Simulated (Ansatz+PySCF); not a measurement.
# singlet NaCl in separate pieces: levels of theory in one basis

```xyz
2

Na    0.0000    0.0000    0.0000
Cl   30.0000    0.0000    0.0000
```

Basis set: STO-3G (spherical functions). Correlated methods keep 6 orbitals frozen. Charge 0, multiplicity 1.

Computed with Ansatz (development build ahead of 0.2.0); each method stands on the lowest determinant of its kind that the runs found. NEVPT2 correlates all electrons. Active spaces start from the frontier orbitals, and the lowest solution found is given.

```tsv
method	E − E(RHF) (eV)	<S²> of the determinant
RHF	0.00	0.00
RHF-MP2	-1.03	–
RHF-CCSD	-1.06	–
RHF-CCSD(T)	-1.11	–
full CI (lowest root of this spin)	-1.10	–
CASSCF(6,6)	-0.80	–
SC-NEVPT2(6,6)	-1.09	–
```

At such a shape the full CI root can have another spatial symmetry than the determinants, so the rows needn't describe one state.

Is a single determinant a sound starting point here?

Only with care. Unrestricted orbitals gain 0.00 eV and <S²> is 0.00 against 0.00 for a pure state, but bonds are stretched. The CASSCF(6,6) natural occupations are 2.00, 2.00, 2.00, 0.01, 0.01, 0.01.

Caution for RHF-MP2, RHF-CCSD, RHF-CCSD(T): bonds are stretched, where a single reference can fail. Caution for CASSCF(6,6), SC-NEVPT2(6,6): other starts end on other solutions of this active space.
